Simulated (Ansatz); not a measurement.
Geometry optimisation, Ansatz 0.2.0, RKS B3LYP-D4/def2-SVP.

Input:

```yaml
crystal:
  periodic: [false, false, false]
  atoms:
    - { symbol: B, position_ang: [0.0, 0.0, 0.0] }
    - { symbol: Cl, position_ang: [0.0, 0.0, 2.21] }
    - { symbol: H, position_ang: [1.0305, 0.0, -0.595] }
    - { symbol: H, position_ang: [-1.0305, 0.0, -0.595] }
    - { symbol: Si, position_ang: [0.094, -2.1331, 0.7095] }
    - { symbol: H, position_ang: [-0.6959, -2.9783, -0.1812] }
    - { symbol: H, position_ang: [1.4817, -2.5871, 0.7061] }
    - { symbol: H, position_ang: [-0.4425, -2.2202, 2.0645] }
    - { symbol: H, position_ang: [0.0569, -1.2896, 1.8528] }
basis:
  gaussian: { orbitals: def2-SVP }
hamiltonian:
  xc: b3lyp
  dispersion: d4
relax:
  f_tol: 0.15
  max_steps: 25
  restrain:
    - { distance: [0, 4], at: 1.95, k: 30.0 }
    - { distance: [8, 1], at: 1.37, k: 30.0 }
    - { distance: [0, 1], at: 3.06, k: 30.0 }
    - { distance: [8, 4], at: 2.66, k: 30.0 }
output:
  orbitals: {}
```

Run as:

```bash
$ ansatz run input.yaml --threads 1 --pin off --max-ram 2048MiB --backend cpu --events-out ev --progress --plain --runs-dir out
```

Task: Where does it end, and by what steps?

Result: The run converged. The restraints hold the end off the free minimum. After 10 steps the energy has fallen by 3.909 eV (the restraints' own energy left out); H9 moved furthest, 0.95 Å. Parted: Si5–H9 (1.42 → 2.67 Å).

```tsv
step	energy less start (eV)	largest force component (eV/Å)	accepted
0	0.0000	7.951	yes
1	-2.0317	3.838	yes
2	-2.5736	3.336	yes
3	-2.8957	3.870	yes
4	-3.3920	3.100	yes
5	-3.8340	1.396	yes
6	-3.8854	1.049	yes
7	-3.8177	1.928	no
8	-3.8961	1.064	yes
9	-3.8891	1.259	yes
10	-3.9088	0.979	yes
```

```xyz
9
Properties=species:S:1:pos:R:3
B -0.019 -0.430 -0.282
Cl 0.392 0.412 2.626
H 0.916 0.141 -0.783
H -1.096 0.109 -0.332
Si 0.122 -2.266 0.428
H -0.464 -3.230 -0.561
H 1.506 -2.726 0.752
H -0.688 -2.419 1.690
H -0.175 -0.799 2.633
```

Run time: 31 s on 1 thread of Arm Neoverse V2, on a shared host, peak memory 0.15 GiB.
